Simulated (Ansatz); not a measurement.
C3H8O2 (`COCOC`). Total charge 0; spin multiplicity 1.

Cartesian coordinates in Å:
```
C 0.673 -1.517 0.858
O -0.430 -1.112 0.080
C -0.914 0.146 0.427
O -0.036 1.186 0.138
C 0.152 1.385 -1.244
H 0.942 -2.523 0.537
H 0.413 -1.540 1.925
H 1.531 -0.851 0.723
H -1.097 0.210 1.508
H -1.853 0.261 -0.128
H 0.815 2.243 -1.358
H -0.802 1.601 -1.744
H 0.606 0.511 -1.722
```

List the harmonic frequencies (cm⁻¹, unscaled) at PBE0-D4/def2-TZVP in Ansatz. (Best estimate.)

Ansatz gave: 93, 134, 155, 221, 322, 452, 613, 962, 979, 1091, 1163, 1175, 1179, 1181, 1223, 1258, 1338, 1426, 1461, 1475, 1480, 1482, 1495, 1501, 1509, 3006, 3009, 3014, 3064, 3079, 3080, 3145, 3146.

Is this a minimum?

Yes, all 33 modes are real.

Give the ideal-gas thermochemistry at 298.15 K and 1 bar (rigid rotor, harmonic oscillator; point group C2, symmetry number 2).

Zero-point energy 298.5 kJ/mol; H(298) − E = 318.0 kJ/mol; entropy 323.4 J/(mol·K), of which translation 162.9, rotation 101.0, vibration 59.5; G(298) − E = 221.6 kJ/mol. Modes under 100 cm⁻¹ are hindered rotations or soft bends, so the harmonic entropy is rough.

Rotational constants (cm⁻¹)?

0.3493, 0.1094, 0.1029.
